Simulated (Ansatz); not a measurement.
## Molecular dynamics of C4H4O

Input file:

```yaml
crystal:
  periodic: [false, false, false]
  atoms:
    - { symbol: C, position_ang: [-0.748607, 1.951106, -0.19345] }
    - { symbol: C, position_ang: [-0.302864, 0.792096, -0.182912] }
    - { symbol: C, position_ang: [0.818791, -0.268015, -0.308932] }
    - { symbol: C, position_ang: [0.26296, -1.394028, 0.399664] }
    - { symbol: O, position_ang: [1.74816, -0.18461, -1.071401] }
    - { symbol: H, position_ang: [-1.26102, 2.889958, -0.195512] }
    - { symbol: H, position_ang: [0.700515, -2.384677, 0.280743] }
    - { symbol: H, position_ang: [-0.967772, -0.272546, -0.124309] }
    - { symbol: H, position_ang: [-0.16186, -1.175584, 1.37901] }
magnetization:
  spin_polarized: true
basis:
  gaussian: { orbitals: "6-31G*" }
hamiltonian:
  xc: pbe0
  dispersion: d4
md:
  timestep: 0.5
  n_steps: 200
  ensemble: nve
  temperature: 100.0
  initial_velocities: maxwell_boltzmann
  seed: 5536
```

Run as:

```bash
$ ansatz run input.yaml --threads 2 --pin off --max-ram 3072MiB --backend cpu --events-out ev --progress --plain --runs-dir out
```

It starts at the highest image of a converged band. Of that band: Neighbouring images differ by up to 2.8 eV, so the band resolves the path poorly. A vibrational analysis at the climbing image gives one clearly imaginary mode, 1719i cm⁻¹: a first-order saddle point.

Output, in part (step lines, the closing report, with atoms numbered from 0):

```
md step     0: t =     0.00 fs  T =   100.0 K  F+E_penalty+E_count = -6247.04739294 eV  E_kin = 0.090482 eV  conserved = -6246.95691094 eV  (101 SCF iters)
md step     1: t =     0.50 fs  T =    97.9 K  F+E_penalty+E_count = -6247.04542502 eV  E_kin = 0.088545 eV  conserved = -6246.95687984 eV  (43 SCF iters)
md step     2: t =     1.00 fs  T =    91.9 K  F+E_penalty+E_count = -6247.03991028 eV  E_kin = 0.083126 eV  conserved = -6246.95678466 eV  (56 SCF iters)
md step     3: t =     1.50 fs  T =    83.7 K  F+E_penalty+E_count = -6247.03235126 eV  E_kin = 0.075694 eV  conserved = -6246.95665752 eV  (58 SCF iters)
md step     4: t =     2.00 fs  T =    75.4 K  F+E_penalty+E_count = -6247.02473769 eV  E_kin = 0.068193 eV  conserved = -6246.95654505 eV  (57 SCF iters)
md step     5: t =     2.50 fs  T =    68.9 K  F+E_penalty+E_count = -6247.01882601 eV  E_kin = 0.062339 eV  conserved = -6246.95648750 eV  (42 SCF iters)
md step     6: t =     3.00 fs  T =    65.2 K  F+E_penalty+E_count = -6247.01552047 eV  E_kin = 0.059021 eV  conserved = -6246.95649955 eV  (42 SCF iters)
md step     7: t =     3.50 fs  T =    64.2 K  F+E_penalty+E_count = -6247.01464658 eV  E_kin = 0.058082 eV  conserved = -6246.95656422 eV  (41 SCF iters)
[... lines left out ...]
Total energy: -6247.80145133 eV, -229.6024684244 hartree
Atom 0 at    -0.254804     1.816130    -0.437043 Å, force    -2.153294     1.897853    -0.157829 eV/Å
Atom 1 at    -0.667774     0.612392    -0.131493 Å, force     1.754416     0.253071    -0.452028 eV/Å
Atom 2 at     0.515488    -0.228403    -0.282432 Å, force     1.984782    -2.232741     0.017171 eV/Å
Atom 3 at     0.544472    -1.545254     0.366233 Å, force     0.545714     0.313392    -0.350084 eV/Å
Atom 4 at     1.546700     0.178504    -0.875645 Å, force    -0.887118    -0.883482     0.558042 eV/Å
Atom 5 at     0.584109     2.280653    -0.932541 Å, force     0.136170    -0.182922     0.285104 eV/Å
Atom 6 at     1.512569    -2.077511     0.400802 Å, force    -0.621931     0.318226    -0.094519 eV/Å
Atom 7 at    -1.543235     0.190722     0.302466 Å, force    -0.890522     0.273030     0.322333 eV/Å
Atom 8 at    -0.322204    -2.020496     0.834630 Å, force     0.131784     0.243574    -0.128189 eV/Å
Dipole moment:    -0.345256    -0.229033     0.269781 e Å
```

The steps, from the saved trajectory:

```tsv
time (fs)	T (K)	potential energy less start (eV)	conserved less start (meV/atom)
0.0	100	0.000	0.00
3.0	65	0.032	0.05
6.0	63	0.034	0.03
9.0	79	0.019	0.02
12.0	60	0.036	0.05
15.0	80	0.018	0.03
18.0	145	-0.041	0.05
21.0	295	-0.177	0.00
24.0	455	-0.321	0.01
27.0	602	-0.454	-0.01
30.0	693	-0.537	-0.02
33.0	682	-0.527	0.00
36.0	685	-0.530	-0.01
39.0	768	-0.604	0.04
42.0	1000	-0.815	-0.05
45.0	1075	-0.882	0.00
48.0	1089	-0.895	-0.05
51.0	1008	-0.821	0.03
54.0	977	-0.794	-0.05
57.0	830	-0.660	0.04
60.0	758	-0.595	0.00
63.0	700	-0.543	0.02
66.0	694	-0.537	0.01
69.0	725	-0.566	-0.05
72.0	655	-0.502	0.04
75.0	651	-0.499	-0.02
78.0	699	-0.541	0.05
81.0	848	-0.678	-0.07
84.0	727	-0.568	-0.03
87.0	495	-0.358	0.02
90.0	432	-0.301	-0.03
93.0	528	-0.387	0.01
96.0	726	-0.568	-0.08
99.0	855	-0.683	-0.02
```

The run went to its last step. The conserved energy stayed within 0.11 meV per atom of its start (net change -0.11 meV per atom), so the integration is sound. The system heated up, since it started high on the potential surface and ran downhill. A run of 0.1 ps of so small a system gives no equilibrium averages.

The step under study would form C2–H8 and break C4–H8. These pairs go: C2–H8 1.26 → 1.06 Å, C4–H8 1.75 → 2.72 Å. In the last frame they stand as after the step (other bonds may differ from the relaxed reactants and products). It ends as one piece, C4H4O. Pairs count as bonded within 1.25 times the sum of covalent radii (0.12 Å more for H–H).

Last frame:

```xyz
9
Properties=species:S:1:pos:R:3
C -0.255 1.816 -0.437
C -0.668 0.612 -0.132
C 0.515 -0.228 -0.282
C 0.544 -1.545 0.366
O 1.547 0.178 -0.876
H 0.584 2.281 -0.932
H 1.513 -2.078 0.401
H -1.543 0.191 0.302
H -0.322 -2.021 0.835
```

The run took 11 min on 2 threads of Intel(R) Xeon(R) Platinum 8259CL CPU @ 2.50GHz (Skylake/Cascade Lake), with other jobs on the host, peak memory 0.25 GiB.
